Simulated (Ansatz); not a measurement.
C2H6S2, SMILES `SCCS` from Hartree–Fock to CCSD(T)

```xyz
10

S     0.271   -0.320    2.198
C    -0.337    0.338    0.623
C     0.562    0.002   -0.548
S     0.035    0.783   -2.096
H     0.115   -1.620    1.899
H    -0.384    1.420    0.764
H    -1.357   -0.008    0.450
H     0.639   -1.078   -0.690
H     1.572    0.375   -0.368
H    -1.116    0.107   -2.233
```

Charge 0, multiplicity 1. All single points use the PBE0-D4/def2-TZVP geometry. It is one conformer, not always the lowest. Frozen core, restricted reference, the Gaussian-basis code of Ansatz. CBS rows extrapolate triple and quadruple zeta.

```tsv
basis	HF (Eh)	MP2 corr.
def2-TZVPP	-874.34188	-0.70782
def2-QZVPP	-874.36849	-0.76160
```

(1) Estimate the CCSD correlation energy and the (T) correction in each basis where they were run (hartree).

Answers

(1) 
| basis | CCSD corr. | (T) |
| --- | --- | --- |
| def2-TZVPP | -0.76336 | -0.03348 |
| def2-QZVPP | -0.80848 | -0.03793 |
| CBS(def2) | -0.84191 | -0.04123 |
